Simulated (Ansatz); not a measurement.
Input file:

```yaml
crystal:
  periodic: [false, false, false]
  atoms:
    - {symbol: Be, position_ang: [0.000000, 0.000000, 0.437171]}
    - {symbol: Be, position_ang: [0.000000, 0.000000, -2.222829]}
    - {symbol: H, position_ang: [0.000000, 0.000000, 1.785657]}
basis:
  gaussian: {orbitals: def2-SVP}
magnetization: {spin_polarized: false, initial_magnetization: 1}
correlation: {method: ccsdt_q, electrons: outside_noble_gas}
scf: {lower_state_search: off}
```

```sh
$ ansatz run in.yaml --threads 1 --pin off --events-out ev --progress --plain --max-ram 2393MiB
```

The program prints:

```
these checks for a lower state are left out or cut short: stability, starts, cluster_reference, orbital_swaps, neighbouring_geometries, increment
482 factors; integrals over basis functions are off by at most 1.6e-7 eV
mean field evaluation 1: about -807.4124 eV, gradient 6.4e0 eV
mean field evaluation 2: about -807.4145 eV, gradient 6.3e0 eV
mean field evaluation 4: about -808.3791 eV, gradient 1.3e0 eV
mean field evaluation 8: about -808.5747 eV, gradient 9.3e-4 eV
mean field -808.57473308 eV, -29.7145733690 hartree, gradient 3.0e-6 eV, S^2 0.750000; 0 other end points of the search recorded, 0 dependent functions left out
2 core orbitals not correlated: weight in the atoms' cores, before any rotation towards them, 1.000 or more for the frozen orbitals, at most 0.000 for the correlated occupied ones
reference -808.57473308 eV, -29.7145733690 hartree; 3, 2 occupied and 18, 19 virtual orbitals, 482 factors
second order -1.14479740 eV of doubles, -0.02219624 eV of singles
cycle   1  -1.51338195 eV  change   -3.5e-1 eV  update   7.1e-2
cycle   2  -1.76465832 eV  change   -2.5e-1 eV  update   4.4e-2
cycle   3  -1.84915169 eV  change   -8.4e-2 eV  update   2.5e-2
cycle   4  -1.87397460 eV  change   -2.5e-2 eV  update   1.0e-2
cycle   5  -1.87445772 eV  change   -4.8e-4 eV  update   4.6e-3
cycle   6  -1.87469048 eV  change   -2.3e-4 eV  update   1.8e-3
cycle   7  -1.87587173 eV  change   -1.2e-3 eV  update   7.9e-4
cycle   8  -1.87602982 eV  change   -1.6e-4 eV  update   3.7e-4
cycle   9  -1.87587357 eV  change    1.6e-4 eV  update   1.6e-4
cycle  10  -1.87596134 eV  change   -8.8e-5 eV  update   7.7e-5
cycle  11  -1.87598036 eV  change   -1.9e-5 eV  update   3.4e-5
cycle  12  -1.87599267 eV  change   -1.2e-5 eV  update   1.2e-5
cycle  13  -1.87599208 eV  change    6.0e-7 eV  update   5.9e-6
cycle  14  -1.87598737 eV  change    4.7e-6 eV  update   2.6e-6
cycle  15  -1.87598707 eV  change    3.0e-7 eV  update   1.1e-6
cycle  16  -1.87598707 eV  change    4.5e-9 eV  update   5.4e-7
perturbative correction -0.00147959 eV, -0.0000543738 hartree
Total energy: -810.45219973 eV, -29.7835689960 hartree
Checks for a lower state left out: stability, starts, cluster_reference, orbital_swaps, neighbouring_geometries, increment
```

Ran on 1 thread of Intel Xeon, shared host: 7 s wall, 0.1 GiB peak host memory.
